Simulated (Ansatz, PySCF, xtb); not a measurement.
Bonds broken one at a time in the series Sn SiH3-H. All species are isolated molecules in the gas phase. Strings in code marks are SMILES.

Quantity: homolytic bond dissociation enthalpy at 298 K (no spin–orbit term), in kcal/mol. Thermal and zero-point terms are GFN2-xTB rigid-rotor harmonic values (xtb).

Level 1: frozen-core CCSD(T)/def2-TZVPP // r2SCAN-D4/def2-SVP (Ansatz, a program for electronic structure)
Level 2: PBE-D3(BJ)/def2-TZVP // r2SCAN-D4/def2-SVP (PySCF)
Level 3: B3LYP/6-311+G** (LANL2DZ on Sn) // r2SCAN-D4/def2-SVP (PySCF)
Level 4: SVWN5/6-31G* (LANL2DZ on Sn) // r2SCAN-D4/def2-SVP (PySCF)

```csv
species,level 1,level 2,level 3,level 4
"Si–Sn bond of `[SiH3][SnH3]`, giving `[SiH3]` and `[SnH3]`",63.2,62.4,58.0,69.7
```
